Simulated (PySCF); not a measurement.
**A diatomic session: NaP+**

Aim: find the lowest electronic state of NaP+, scan its bond at several levels of theory, and get bond length, wavenumber and dissociation energy from each curve.

Method: Na aug-cc-pVDZ, P aug-cc-pV(D+d)Z, no relativity; program: PySCF 2.14.0.

**1. The job**

Settings of the job:

- atoms: Na, P
- charge: 1
- basis: Na aug-cc-pVDZ, P aug-cc-pV(D+d)Z
- Hamiltonian: no relativity
- basis functions: 59
- electrons treated: 25
- masses in u: 22.9898, 30.9738
- levels: PBE0, PBE, r²SCAN, TPSS, TPSSh, LDA, ωB97X, HF, MP2, SCS-MP2, CCSD, CCSD(T)
- grid: 80 radial by 434 angular points
- occupations: held fixed by the projection of orbital angular momentum
- dissociation limit: Na+ + P, each in its ground configuration
- starting distance in angstrom: 2.740
- values of 2S to try: 1, 3

Command:

```console
$ OMP_NUM_THREADS=1 python dia.py task.json out
```

Further steps of the session: PBE0 along the bond; Excited determinants; PBE; r²SCAN (meta-GGA); TPSS (meta-GGA); TPSSh (hybrid meta-GGA); LDA; ωB97X; UHF (mean field); Adding correlation.

What does the calculation give? Wanted: for each run, Re; ωe; De; μ.

The runs gave:

Lowest PBE0 solution found, without spin–orbit coupling: ⁴Σ⁻ (quartet), unpaired electrons σ ↑, π ↑↑. State 2 has its PBE0 minimum 0.68 eV higher, as a spin-mixed determinant (⟨S²⟩ = 1.77), so this is no gap between pure states. State 3 has its PBE0 minimum 0.70 eV higher, as a spin-mixed determinant (⟨S²⟩ = 1.77), so this is no gap between pure states. State 4 has its PBE0 minimum 1.36 eV higher. The other levels ran on the lowest alone.

```
      level  Re (Å)  ωe (cm⁻¹)  De (eV)  μ (D)
        UHF   3.187      110.4    0.201  -7.06
    UHF-MP2   3.199      110.4    0.210    n/a
UHF-SCS-MP2   3.198      110.6    0.209    n/a
   UHF-CCSD   3.201      110.1    0.208    n/a
UHF-CCSD(T)   3.200      110.5    0.210    n/a
        LDA   3.026      128.9    0.311  -6.24
        PBE   3.103      120.3    0.272  -6.52
       TPSS   3.117      119.3    0.258  -6.61
     r²SCAN   3.116      117.7    0.243  -6.70
      TPSSh   3.114      119.5    0.251  -6.64
       PBE0   3.097      120.5    0.252  -6.61
      ωB97X   3.143      111.5    0.206  -6.93
```

De is counted to Na+ + P in their ground configurations. A positive dipole points from Na to P; in an ion it is taken about the centre of mass and does not tell which atom is negative.

**Reading.** The methods spread over 0.175 Å in bond length, from LDA to UHF-CCSD. CCSD(T) can't serve as the judge here: for a weak bond in this basis it is far from its limit. Among the levels with a De in the table, it runs from 0.201 eV (UHF) to 0.311 eV (LDA).

Correlated steps freeze 6 core orbitals. The bond is weak, and basis-set superposition, which was not computed, may be a sizeable part of it.
